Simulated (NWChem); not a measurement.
System: CH6Si; SMILES [SiH3]C

Here is an NWChem input.

```
start job
memory heap 200 mb stack 900 mb global 1100 mb
geometry units angstroms noautoz
  Si     0.000000     0.000000     0.621832
  C      0.000000     0.000000    -1.259299
  H     -1.056900    -0.917476     1.150952
  H     -0.266108     1.374040     1.150952
  H      1.323008    -0.456564     1.150952
  H      0.195647    -1.010095    -1.650223
  H      0.776944     0.674483    -1.650223
  H     -0.972591     0.335612    -1.650223
end
basis spherical
  Si library def2-svp
  C library def2-svp
  H library def2-svp
end
dft
  xc xpbe96 cpbe96
  iterations 150
  grid xfine
end
task dft gradient
```

Parts of the log:

```
             Northwest Computational Chemistry Package (NWChem) 7.3.0
             --------------------------------------------------------

 C3V symmetry detected

                             Geometry "geometry" -> ""
                             -------------------------

 Output coordinates in angstroms (scale by  1.889725989 to convert to a.u.)

  No.       Tag          Charge          X              Y              Z
 ---- ---------------- ---------- -------------- -------------- --------------
    1 Si                  14.0000    -0.00000000    -0.00000000     0.63521504
    2 C                    6.0000     0.00000000     0.00000000    -1.24591596
    3 H                    1.0000     0.98964641     0.98964641     1.16433504
    4 H                    1.0000     0.36223573    -1.35188213     1.16433504
    5 H                    1.0000    -1.35188213     0.36223573     1.16433504
    6 H                    1.0000    -0.26629061     0.99381010    -1.63683996
    7 H                    1.0000    -0.72751949    -0.72751949    -1.63683996
    8 H                    1.0000     0.99381010    -0.26629061    -1.63683996

 Effective nuclear repulsion energy (a.u.)      62.4750524354

      Symmetry information
      --------------------

 Group name             C3v
 Group number             17
 Group order               6
 No. of unique centers     4

  pbe96 is a nonlocal functional; adding pw91lda local functional.

                                 NWChem DFT Module
                                 -----------------

 Summary of "ao basis" -> "ao basis" (spherical)
 ------------------------------------------------------------------------------
       Tag                 Description            Shells   Functions and Types
 ---------------- ------------------------------  ------  ---------------------
 Si                         def2-svp                 8       18   4s3p1d
 C                          def2-svp                 6       14   3s2p1d
 H                          def2-svp                 3        5   2s1p

      Symmetry analysis of basis
      --------------------------

        a1         22
        a2          2
        e          38

  Rotation of axis

            General Information
            -------------------
          SCF calculation type: DFT
          Wavefunction type:  closed shell.
          No. of atoms     :     8
          No. of electrons :    26
           Alpha electrons :    13
            Beta electrons :    13
          Charge           :     0
          Spin multiplicity:     1
          Use of symmetry is: on ; symmetry adaption is: on
          Maximum number of iterations: 150
          AO basis - number of functions:    62
                     number of shells:    32
          Convergence on energy requested:  1.00D-06
          Convergence on density requested:  1.00D-05
          Convergence on gradient requested:  5.00D-04

              XC Information
              --------------
          PerdewBurkeErnzerhof Exchange Functional  1.000
            Perdew 1991 LDA Correlation Functional  1.000 local
           PerdewBurkeErnz. Correlation Functional  1.000 non-local

             Grid Information
             ----------------
          Grid used for XC integration:  xfine
          Radial quadrature: Mura-Knowles
          Angular quadrature: Lebedev.
          Tag              B.-S. Rad. Rad. Pts. Rad. Cut. Ang. Pts.
          ---              ---------- --------- --------- ---------
          Si                  1.10      125           9.0      1454
          C                   0.70      100           9.0      1454
          H                   0.35      100          11.0      1202
          Grid pruning is: on
          Number of quadrature shells:   425
          Spatial weights used:  Erf1

      Superposition of Atomic Density Guess
      -------------------------------------

 Sum of atomic energies:        -329.35902891

      Non-variational initial energy
      ------------------------------

 Total energy =    -330.310399
 1-e energy   =    -577.345853
 2-e energy   =     184.560402
 HOMO         =      -0.401433
 LUMO         =       0.075666

      Symmetry analysis of molecular orbitals - initial
      -------------------------------------------------

  Numbering of irreducible representations:

     1 a1          2 a2          3 e

  Orbital symmetries:

     1 a1          2 a1          3 a1          4 a1          5 e
     6 e           7 a1          8 a1          9 e          10 e
    11 e          12 e          13 a1         14 a1         15 e
    16 e          17 a1         18 a1         19 e          20 e
    21 a1         22 e          23 e

   convergence    iter        energy       DeltaE   RMS-Dens  Diis-err
 ---------------- ----- ----------------- --------- --------- ---------
 d= 0,ls=0.0,diis     1   -330.8410662494 -3.93D+02  6.97D-03  1.60D-01
 d= 0,ls=0.0,diis     2   -330.8526056345 -1.15D-02  4.06D-03  3.38D-02
 d= 0,ls=0.0,diis     3   -330.8543414662 -1.74D-03  1.81D-03  2.53D-02
 d= 0,ls=0.0,diis     4   -330.8578174126 -3.48D-03  4.09D-04  5.09D-04
 d= 0,ls=0.0,diis     5   -330.8579038983 -8.65D-05  4.86D-05  1.08D-05
  Resetting Diis
 d= 0,ls=0.0,diis     6   -330.8579055106 -1.61D-06  7.46D-06  2.58D-07
 d= 0,ls=0.0,diis     7   -330.8579055545 -4.39D-08  1.10D-06  1.31D-09

         Total DFT energy =     -330.857905554543
      One electron energy =     -579.748405277296
           Coulomb energy =      214.711869307455
    Exchange-Corr. energy =      -28.296422020123
 Nuclear repulsion energy =       62.475052435421

 Numeric. integr. density =       26.000000017424

                  Occupations of the irreducible representations
                  ----------------------------------------------

                     irrep           alpha         beta
                     --------     --------     --------
                     a1                7.0          7.0
                     a2                0.0          0.0
                     e                 6.0          6.0

                       DFT Final Molecular Orbital Analysis
                       ------------------------------------

 Vector   11  Occ=2.000000D+00  E=-2.914561D-01  Symmetry=e
              MO Center= -3.9D-01,  1.4D-01,  7.7D-01, r^2= 2.7D+00
   Bfn.  Coefficient  Atom+Function         Bfn.  Coefficient  Atom+Function
  ----- ------------  ---------------      ----- ------------  ---------------
    43      0.365532  5 H  s                  8     -0.270234  1 Si px
    44      0.210133  5 H  s                 11     -0.197264  1 Si px
    33     -0.197188  3 H  s                 38     -0.168344  4 H  s
     5      0.154189  1 Si px                22      0.141086  2 C  px
    58      0.139458  8 H  s                 34     -0.113357  3 H  s

 Vector   12  Occ=2.000000D+00  E=-2.914561D-01  Symmetry=e
              MO Center=  3.9D-01, -1.4D-01,  7.7D-01, r^2= 2.7D+00
   Bfn.  Coefficient  Atom+Function         Bfn.  Coefficient  Atom+Function
  ----- ------------  ---------------      ----- ------------  ---------------
    38     -0.324886  4 H  s                 33      0.308234  3 H  s
     9      0.270234  1 Si py                12      0.197264  1 Si py
    39     -0.186767  4 H  s                 34      0.177194  3 H  s
     6     -0.154189  1 Si py                23     -0.141086  2 C  py
    48     -0.123951  6 H  s                 53      0.117597  7 H  s

 Vector   13  Occ=2.000000D+00  E=-2.889314D-01  Symmetry=a1
              MO Center= -7.7D-16, -1.2D-16, -3.8D-01, r^2= 2.4D+00
   Bfn.  Coefficient  Atom+Function         Bfn.  Coefficient  Atom+Function
  ----- ------------  ---------------      ----- ------------  ---------------
    24      0.430345  2 C  pz                10     -0.292526  1 Si pz
    27      0.237461  2 C  pz                13     -0.197461  1 Si pz
     7      0.165903  1 Si pz                21      0.133085  2 C  s
    33     -0.118450  3 H  s                 38     -0.118450  4 H  s
    43     -0.118450  5 H  s                 48     -0.103534  6 H  s

 Vector   14  Occ=0.000000D+00  E= 1.518053D-02  Symmetry=a1
              MO Center= -7.7D-15,  1.6D-15,  2.9D-02, r^2= 5.1D+00
   Bfn.  Coefficient  Atom+Function         Bfn.  Coefficient  Atom+Function
  ----- ------------  ---------------      ----- ------------  ---------------
    21      2.084734  2 C  s                 13      1.223046  1 Si pz
    49     -0.577059  6 H  s                 54     -0.577059  7 H  s
    59     -0.577059  8 H  s                  4     -0.323791  1 Si s
    34     -0.292056  3 H  s                 39     -0.292056  4 H  s
    44     -0.292056  5 H  s                 27      0.221401  2 C  pz

[...]

                         DFT ENERGY GRADIENTS

    atom               coordinates                        gradient
                 x          y          z           x          y          z
   1 Si     -0.000000  -0.000000   1.200382   -0.000000   0.000000   0.000264
   2 C       0.000000   0.000000  -2.354440   -0.000000  -0.000000  -0.001858
   3 H       1.870161   1.870161   2.200274   -0.002251  -0.002251  -0.001374
   4 H       0.684526  -2.554687   2.200274   -0.000824   0.003075  -0.001374
   5 H      -2.554687   0.684526   2.200274    0.003075  -0.000824  -0.001374
   6 H      -0.503216   1.878029  -3.093179    0.001220  -0.004554   0.001906
   7 H      -1.374812  -1.374812  -3.093179    0.003334   0.003334   0.001906
   8 H       1.878029  -0.503216  -3.093179   -0.004554   0.001220   0.001906
```

Level: PBE/def2-SVP. Coordinates come from a PBE0/def2-SVP optimisation.
